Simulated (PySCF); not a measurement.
# Bond curve of CCl

Set-up: C def2-TZVPPD, Cl def2-TZVPPD; no relativity (PySCF 2.14). Energies in eV from C + Cl in their ground configurations at the same level. State: ²Π (doublet), unpaired electrons π ↑.

```tsv
R (Å)	B2PLYP	r²SCAN0	r²SCAN	UHF-CCSD(T)
1.416	-3.087	-3.074	-3.290	
1.482	-3.688	-3.665	-3.899	-3.485
1.548	-4.017	-3.983	-4.235	-3.835
1.598	-4.136	-4.093	-4.358	-3.965
1.647	-4.174	-4.121	-4.399	-4.012
1.696	-4.149	-4.086	-4.377	-3.994
1.762	-4.046	-3.967	-4.276	-3.897
1.845	-3.838	-3.740	-4.070	-3.694
1.944	-3.518	-3.395	-3.750	-3.377
2.075	-3.031	-2.876	-3.265
```

Problem. Put a parabola through the three lowest points of the B2PLYP curve and estimate Re, k and ωe (reduced mass 8.934 u; 1 eV/Å² = 0.16022 mdyn/Å; ωe = 1302.8·√(k/μ) cm⁻¹).

Solution. Through R = 1.598, 1.647, 1.696 Å the second-order coefficient is 13.1 eV/Å², so Re ≈ 1.652 Å, k ≈ 4.20 mdyn/Å and ωe ≈ 894 cm⁻¹. A polynomial fit of higher order to the unrounded B2PLYP energies gives Re = 1.650 Å, k = 3.97 mdyn/Å, ωe = 868 cm⁻¹; anharmonicity and rounding make the difference.

The higher-order fit for each curve: B2PLYP: Re = 1.650 Å, ωe = 868 cm⁻¹, De = 4.17 eV; r²SCAN0: Re = 1.642 Å, ωe = 893 cm⁻¹, De = 4.12 eV; r²SCAN: Re = 1.652 Å, ωe = 868 cm⁻¹, De = 4.40 eV; UHF-CCSD(T): Re = 1.656 Å, ωe = 869 cm⁻¹, De = 4.01 eV.

Correlated steps freeze 6 core orbitals. B2PLYP dipoles, levels and charges come from its SCF part alone. The state is the lowest determinant that a PBE0 search found; another state may lie lower at other levels.
